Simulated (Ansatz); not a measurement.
Energy needed to pull apart AlHSO (SMILES [O]1[AlH][S]1), singlet, into free ground-state atoms, from the structure below (displaced at random from a GFN2-xTB minimum); no zero-point or spin–orbit terms; open-shell atoms are treated unrestricted, in their ground-state multiplicity.

O1  (1.001, -0.780, 0.446)
Al2  (-0.041, 0.391, -0.237)
S3  (-0.816, -1.367, 0.813)
H4  (-0.142, 1.732, -1.009)
(Å)

Ansatz 0.2.0; basis: def2-TZVPP; cores frozen in the correlated methods.

```json
{"method": "PBE-D4", "atomization energy (kcal/mol)": "275.6"}
{"method": "BLYP-D4", "atomization energy (kcal/mol)": "269.3"}
{"method": "r2SCAN-D4", "atomization energy (kcal/mol)": "?"}
{"method": "PBE0-D4", "atomization energy (kcal/mol)": "259.1"}
{"method": "wB97X-V", "atomization energy (kcal/mol)": "?"}
{"method": "wB97M-V", "atomization energy (kcal/mol)": "266.5"}
{"method": "HF", "atomization energy (kcal/mol)": "146.0"}
{"method": "MP2", "atomization energy (kcal/mol)": "266.8"}
{"method": "CCSD", "atomization energy (kcal/mol)": "243.3"}
{"method": "CCSD(T)", "atomization energy (kcal/mol)": "253.9"}
```

**Question.** What does r2SCAN-D4 give? (Judge from chemistry; the value comes from the calculation.)

**Answer.** By the calculation: 268.9 kcal/mol, which is about 15.0 kcal/mol more than CCSD(T)/def2-TZVPP.

**Question.** What does wB97X-V give? (An estimate is asked for; the value comes from the calculation.)

**Answer.** By the calculation: 265.3 kcal/mol, which is about 11.4 kcal/mol more than CCSD(T)/def2-TZVPP.

In triple zeta the MP2 and coupled-cluster atomization energies are still short of their basis limit by a few kcal/mol a bond, whereas those of the functionals are nearly converged, so these differences are not deviations from converged CCSD(T).

No T1 diagnostic of these runs exceeds 0.020. The restricted Hartree–Fock reference is unstable towards an unrestricted one here.

For scale, one of the runs: CCSD(T)/def2-TZVPP forces, 129 basis functions (an equivalent command: `ansatz run in.yaml --threads 4`). Time: 15 s of wall clock on 4 CPU threads; the host was shared. Peak host memory: 0.99 GiB.
